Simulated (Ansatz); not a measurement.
Reaction (SMILES): ClC=C → [CH]=C (CH-CH2) + Cl atom
B3LYP-D3(BJ)/def2-TZVP geometries, fixed; electronic energies without zero-point terms.

Effect of the final integration grid (spheres per factor e of radius in core and valence, angular degree) at PBE0/aug-cc-pV(T+d)Z with Ansatz (a program for electronic structure), against the last row, where the bond dissociation energy is 96.88 kcal/mol. Open shells are unrestricted. The default's grid is 13, 11, 36.

```csv
setting,largest shift of a total energy (mEh),shift of the bond dissociation energy (kcal/mol)
accuracy: medium (default),0.000,0.000
"final_grid: 4, 3, 11",1.753,-0.181
"final_grid: 6, 5, 17",-0.027,-0.018
"final_grid: 8, 7, 23",0.008,-0.007
"final_grid: 10, 9, 29",0.001,-0.001
"final_grid: 18, 15, 47",0.000,0.000
"final_grid: 26, 22, 59",0.000,0.000
```

Within 0.1 kcal/mol in the bond dissociation energy: accuracy: medium (default); final_grid: 6, 5, 17; final_grid: 8, 7, 23; final_grid: 10, 9, 29; final_grid: 18, 15, 47. The largest shift is 1.753 mEh in a total energy and 0.181 kcal/mol in the difference.
